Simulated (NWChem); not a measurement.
The numbers come from NWChem runs, not from measurements. System: hydrogen sulfide (H2S), charge 0, spin multiplicity 1, at a geometry optimised with PBE0/def2-SVP. Level: RHF/6-311G** (spherical d).

Output (cleaned and shortened):

```
             Northwest Computational Chemistry Package (NWChem) 7.3.0
             --------------------------------------------------------

                                NWChem Input Module
                                -------------------

 Scaling coordinates for geometry "geometry" by  1.889725989
 (inverse scale =  0.529177249)

 Turning off AUTOSYM since
 SYMMETRY directive was detected!

                             Geometry "geometry" -> ""
                             -------------------------

 Output coordinates in angstroms (scale by  1.889725989 to convert to a.u.)

  No.       Tag          Charge          X              Y              Z
 ---- ---------------- ---------- -------------- -------------- --------------
    1 S                   16.0000     0.00000000     0.00000000     0.10400000
    2 H                    1.0000    -0.97147800     0.00000000    -0.83199700
    3 H                    1.0000     0.97147800     0.00000000    -0.83199700

 Effective nuclear repulsion energy (a.u.)      12.8249127440

            Nuclear Dipole moment (a.u.)
            ----------------------------
        X                 Y               Z
 ---------------- ---------------- ----------------
     0.0000000000     0.0000000000     0.0000113384

      Symmetry information
      --------------------

 Group name             C2v
 Group number             16
 Group order               4
 No. of unique centers     2

      Symmetry unique atoms

     1    2


 Summary of "ao basis" -> "" (spherical)
 ------------------------------------------------------------------------------
       Tag                 Description            Shells   Functions and Types
 ---------------- ------------------------------  ------  ---------------------
 *                          6-311g**                  on all atoms

 Summary of "ao basis" -> "ao basis" (spherical)
 ------------------------------------------------------------------------------
       Tag                 Description            Shells   Functions and Types
 ---------------- ------------------------------  ------  ---------------------
 S                          6-311g**                12       26   6s5p1d
 H                          6-311g**                 4        6   3s1p

                                 NWChem SCF Module
                                 -----------------

  ao basis        = "ao basis"
  functions       =    38
  atoms           =     3
  closed shells   =     9
  open shells     =     0
  charge          =   0.00
  wavefunction    = RHF
  use symmetry    = T
  symmetry adapt  = T

 Summary of "ao basis" -> "ao basis" (spherical)
 ------------------------------------------------------------------------------
       Tag                 Description            Shells   Functions and Types
 ---------------- ------------------------------  ------  ---------------------
 S                          6-311g**                12       26   6s5p1d
 H                          6-311g**                 4        6   3s1p

      Symmetry analysis of basis
      --------------------------

        a1         18
        a2          2
        b1         11
        b2          7

 Forming initial guess at       0.0s

      Superposition of Atomic Density Guess
      -------------------------------------

 Sum of atomic energies:        -398.47848993

      Non-variational initial energy
      ------------------------------

 Total energy =    -398.627784
 1-e energy   =    -575.485210
 2-e energy   =     164.032514
 HOMO         =      -0.322480
 LUMO         =       0.076863

      Symmetry analysis of molecular orbitals - initial
      -------------------------------------------------

  Numbering of irreducible representations:

     1 a1          2 a2          3 b1          4 b2

  Orbital symmetries:

     1 a1          2 a1          3 b1          4 a1          5 b2
     6 a1          7 b1          8 a1          9 b2         10 b1
    11 a1         12 b1         13 a1         14 b2         15 a1
    16 b1         17 a1         18 a1         19 a2

 Starting SCF solution at       0.1s

 ----------------------------------------------
         Quadratically convergent ROHF

 Convergence threshold     :          1.000E-07
 Maximum no. of iterations :          100
 Final Fock-matrix accuracy:          1.000E-09
 ----------------------------------------------

              iter       energy          gnorm     gmax       time
             ----- ------------------- --------- --------- --------
                 1     -398.6816030135  4.02D-01  2.05D-01      0.1
                 2     -398.6991729581  1.30D-01  6.31D-02      0.1
                 3     -398.7007810599  7.95D-03  2.99D-03      0.1
                 4     -398.7007856279  3.72D-05  1.18D-05      0.1
                 5     -398.7007856280  7.85D-09  3.39D-09      0.1

       Final RHF  results
       ------------------

         Total SCF energy =   -398.700785628006
      One-electron energy =   -576.329270109751
      Two-electron energy =    164.803571737750
 Nuclear repulsion energy =     12.824912743995

        Time for solution =      0.0s

       Symmetry analysis of molecular orbitals - final
       -----------------------------------------------

  Numbering of irreducible representations:

     1 a1          2 a2          3 b1          4 b2

  Orbital symmetries:

     1 a1          2 a1          3 b1          4 a1          5 b2
     6 a1          7 b1          8 a1          9 b2         10 a1
    11 b1         12 b1         13 a1         14 b2         15 a1
    16 b1         17 a1         18 a1         19 a2

             Final eigenvalues
             -----------------

              1
    1  -91.9699
    2   -8.9723
    3   -6.6545
    4   -6.6537
    5   -6.6519
    6   -0.9825
    7   -0.5898
    8   -0.5015
    9   -0.3849
   10    0.1294
   11    0.1409
   12    0.2541
   13    0.2651
   14    0.2984
   15    0.4458
   16    0.4755
   17    0.7654
   18    0.8720
   19    0.9362

                       ROHF Final Molecular Orbital Analysis
                       -------------------------------------

 Vector    7  Occ=2.000000D+00  E=-5.898078D-01  Symmetry=b1
              MO Center=  3.3D-15, -5.9D-18, -4.1D-01, r^2= 1.5D+00
   Bfn.  Coefficient  Atom+Function         Bfn.  Coefficient  Atom+Function
  ----- ------------  ---------------      ----- ------------  ---------------
    16      0.367034  1 S  px                28     -0.258095  2 H  s
    34      0.258095  3 H  s                 13      0.203719  1 S  px

 Vector    8  Occ=2.000000D+00  E=-5.015106D-01  Symmetry=a1
              MO Center= -3.8D-15, -7.7D-16,  1.5D-01, r^2= 1.6D+00
   Bfn.  Coefficient  Atom+Function         Bfn.  Coefficient  Atom+Function
  ----- ------------  ---------------      ----- ------------  ---------------
    18      0.441255  1 S  pz                 6      0.369985  1 S  s
     5      0.266883  1 S  s                 15      0.225010  1 S  pz
    28     -0.191503  2 H  s                 34     -0.191503  3 H  s
    12     -0.162704  1 S  pz

 Vector    9  Occ=2.000000D+00  E=-3.848908D-01  Symmetry=b2
              MO Center=  8.0D-17,  8.2D-16,  8.2D-02, r^2= 1.6D+00
   Bfn.  Coefficient  Atom+Function         Bfn.  Coefficient  Atom+Function
  ----- ------------  ---------------      ----- ------------  ---------------
    17      0.609775  1 S  py                20      0.307458  1 S  py
    14      0.264322  1 S  py                11     -0.191215  1 S  py

 Vector   10  Occ=0.000000D+00  E= 1.293737D-01  Symmetry=a1
              MO Center=  5.6D-16,  2.0D-18, -2.3D-01, r^2= 5.3D+00
   Bfn.  Coefficient  Atom+Function         Bfn.  Coefficient  Atom+Function
  ----- ------------  ---------------      ----- ------------  ---------------
     6      1.542284  1 S  s                 29     -1.328185  2 H  s
    35     -1.328185  3 H  s                 21     -0.956647  1 S  pz
    18     -0.233850  1 S  pz

 Vector   11  Occ=0.000000D+00  E= 1.409357D-01  Symmetry=b1
              MO Center=  3.1D-15, -3.0D-31,  8.2D-02, r^2= 4.3D+00
   Bfn.  Coefficient  Atom+Function         Bfn.  Coefficient  Atom+Function
  ----- ------------  ---------------      ----- ------------  ---------------
    19      1.474233  1 S  px                29      1.432458  2 H  s
    35     -1.432458  3 H  s                 16      0.303807  1 S  px

 Vector   12  Occ=0.000000D+00  E= 2.540986D-01  Symmetry=b1
              MO Center=  2.2D-14,  8.3D-17, -3.8D-01, r^2= 5.5D+00
   Bfn.  Coefficient  Atom+Function         Bfn.  Coefficient  Atom+Function
  ----- ------------  ---------------      ----- ------------  ---------------
    29      0.724984  2 H  s                 35     -0.724984  3 H  s
    19     -0.714797  1 S  px                16      0.674846  1 S  px
    28     -0.318203  2 H  s                 34      0.318203  3 H  s

 center of mass
 --------------
 x =   0.00000000 y =   0.00000000 z =   0.09163370

 moments of inertia (a.u.)
 ------------------
           5.932126879085           0.000000000000           0.000000000000
           0.000000000000          12.725394665337           0.000000000000
           0.000000000000           0.000000000000           6.793267786252

  Mulliken analysis of the total density
  --------------------------------------

    Atom       Charge   Shell Charges
 -----------   ------   -------------------------------------------------------
    1 S   16    16.11   0.77  1.19  0.95  1.04  1.05  0.84  1.85  4.06  0.97  2.59  0.75  0.05
    2 H    1     0.94   0.23  0.58  0.09  0.04
    3 H    1     0.94   0.23  0.58  0.09  0.04

       Multipole analysis of the density wrt the origin
       ------------------------------------------------

     L   x y z        total         open         nuclear
     -   - - -        -----         ----         -------
     0   0 0 0     -0.000000      0.000000     18.000000

     1   1 0 0      0.000000      0.000000      0.000000
     1   0 1 0     -0.000000      0.000000      0.000000
     1   0 0 1     -0.529322      0.000000      0.000011

     2   2 0 0     -9.252724      0.000000      6.740523
     2   1 1 0     -0.000000      0.000000      0.000000
     2   1 0 1      0.000000      0.000000      0.000000
     2   0 2 0    -12.745398      0.000000      0.000000
     2   0 1 1     -0.000000      0.000000      0.000000
     2   0 0 2    -10.315069      0.000000      5.561911

 Task  times  cpu:        0.1s     wall:        0.1s

 Total times  cpu:        0.1s     wall:        0.1s
```

**Question.** Write an NWChem input that would produce this output.

**Answer.** This is not unique; one that fits is 
```
start mol
memory heap 200 mb stack 800 mb global 1000 mb
geometry units angstroms nocenter noautoz
  S      0.000000     0.000000     0.104000
  H     -0.971478     0.000000    -0.831997
  H      0.971478     0.000000    -0.831997
  symmetry group C2v
end
basis spherical
  * library 6-311g**
end
scf
  rhf
  nopen 0
  maxiter 100
  thresh 1e-7
  semidirect memsize 60000000 filesize 0
end
task scf energy
```
